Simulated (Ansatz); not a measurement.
HNO₃, SMILES `O=[N+]([O-])O`. Charge 0, multiplicity 1. The geometry is a stationary point of PBE0-D4/def2-TZVP. It is one conformer, not always the lowest.

```xyz
5

O    -1.521   -0.216    0.184
N    -0.410    0.159    0.007
O     0.005    1.256   -0.248
O     0.548   -0.836    0.114
H     1.377   -0.362   -0.057
```

(1) What is the dipole moment at r2SCAN/def2-TZVPP? (Estimate.)

(2) And with PBE, B3LYP, ωB97M-V? (Estimate.)

(3) Give the Mulliken charges with r2SCAN, PBE, B3LYP in def2-TZVPP. (An estimate is asked.)

## Answers

(1) Ansatz gave: 2.36 D, with components (2.33, -0.37, -0.14) D in this frame, pointing from negative to positive charge.

(2) The calculation gave: PBE 2.30 D, B3LYP 2.39 D, ωB97M-V 2.41 D.

(3) Computed: 
```tsv
atom	r2SCAN	PBE	B3LYP
O1	-0.29	-0.22	-0.25
N2	0.58	0.41	0.49
O3	-0.33	-0.26	-0.29
O4	-0.20	-0.15	-0.18
H5	0.24	0.22	0.22
```

B3LYP here is the variant with VWN-RPA as its local correlation; programs differ in this.
